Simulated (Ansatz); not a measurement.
Process, species as SMILES: ClB(Cl)Cl → [B](Cl)Cl + Cl atom
B3LYP-D3(BJ)/def2-TZVP geometries, fixed; electronic energies without zero-point terms.
Largest species:
```
B
Cl 1 1.7452
Cl 1 1.7452 2 120.00
Cl 1 1.7452 2 120.00 3 -180.00
```

Core correlation in the bond dissociation energy at MP2 with Ansatz (an electronic-structure program), in kcal/mol: frozen core against 1s of Al to Cl frozen alone. Open shells are unrestricted.

```tsv
basis	functions, most	frozen core
cc-pV(D+d)Z	83	118.11
cc-pCVDZ	99	117.50
cc-pV(T+d)Z	147	122.88
cc-pwCVTZ	220	123.04
cc-pCVTZ	220	122.84
cc-pV(Q+d)Z	247	125.01
cc-pwCVQZ	411	125.16
cc-pCVQZ	411	125.08
```

Question: How large is the core term in each set?

Answer: The largest core-valence set, cc-pCVQZ, gives a core term of 0.76 kcal/mol; the valence set cc-pV(Q+d)Z, which lacks functions for the core, gives 1.33. By row: cc-pV(D+d)Z 1.09, cc-pCVDZ 0.82, cc-pV(T+d)Z 2.59, cc-pwCVTZ 0.75, cc-pCVTZ 0.79, cc-pV(Q+d)Z 1.33, cc-pwCVQZ 0.75, cc-pCVQZ 0.76.
